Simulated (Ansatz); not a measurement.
**Down a group: atomization energies of H$_{2}$B–F, H$_{2}$Al–F**

Ansatz 0.2.0, basis cc-pVTZ; geometries are PBE0/def2-TZVP minima. Wave-function levels freeze the cores; HF, MP2 and coupled cluster are restricted for singlets and unrestricted otherwise, atoms included. The reference is CCSDT(Q) (coupled cluster only where its series has nearly closed). An error is the level's value less the reference. None of these values is a measured one. Energies are electronic, without zero-point terms. No spin–orbit coupling and no scalar relativity. The species are chosen: bound, without strong static correlation by their natural occupations or amplitudes, in their lowest spin state as far as vertical gaps and like structures tell, and with a ladder that closes on the reference, so errors are smaller than for species at large; levels whose determinant breaks symmetry or spin markedly are left out.

| species | bonds (Å) | quantity | symmetry of the states | reference | value (kJ/mol) | error HF | error MP2 | error CCSD | error CCSD(T) | error CCSDT |
| --- | --- | --- | --- | --- | --- | --- | --- | --- | --- | --- |
| H2B–F, singlet | B–F 1.317, B–H 1.197, angles at B 118/124° | atomization | A1 | CCSDT(Q) | 1410.4 | -265.1 | 33.5 | -14.0 | 0.1 | -0.7 |
| H2Al–F, singlet | F–Al 1.650, Al–H 1.576, angles at Al 117/126° | atomization | A1 | CCSDT(Q) | 1160.3 | -250.8 | 22.1 | -10.3 | 0.4 | -0.7 |

The reference falls from B to Al, by 250.1 kJ/mol in all.
